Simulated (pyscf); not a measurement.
AsH₂• + water (H₂O) → HO–AsH• + hydrogen (H₂), a four-centre exchange (doublet surface; As–H, H–O broken, As–O, H–H formed). PySCF, gas phase, ωB97X-D3(BJ)/def2-SVP geometries. Energies in eV from the separated reactants.

Small-basis levels: PySCF, no dispersion term, spherical d functions. AM1 to PM7: differences of heats of formation from MOPAC, which are fitted to 298 K values and so differ in kind from electronic energies by zero-point and thermal terms. GFN2-xTB: tblite. Open shells are spin-unrestricted. 

```csv
level,barrier,reaction energy
HF/STO-3G,___,+0.13
HF/3-21G,2.62,-0.02
PBE/6-31G*+LANL2DZ,1.79,+0.12
B3LYP/3-21G,___,-0.53
B3LYP/6-311+G**+LANL2DZ,2.46,+0.61
PBE/def2-SVP,1.67,+0.21
B3LYP/def2-SVP,2.07,+0.29
GFN2-xTB,1.91,-0.01
AM1,2.25,+0.33
ωB97M-D3(BJ)/def2-TZVP,___,+0.33
```

Q: Complete the blanks.

A: 
- HF/STO-3G, barrier: 3.78
- B3LYP/3-21G, barrier: 1.35
- ωB97M-D3(BJ)/def2-TZVP, barrier: 2.27

Against the last row the barrier runs from -0.92 (B3LYP/3-21G) to +1.51 eV (HF/STO-3G). ωB97M-D3(BJ)/def2-TZVP has limits of its own. This is the saddle that the search found; another between the same sides may lie lower. In the def2 sets elements up to Kr have no core potential.
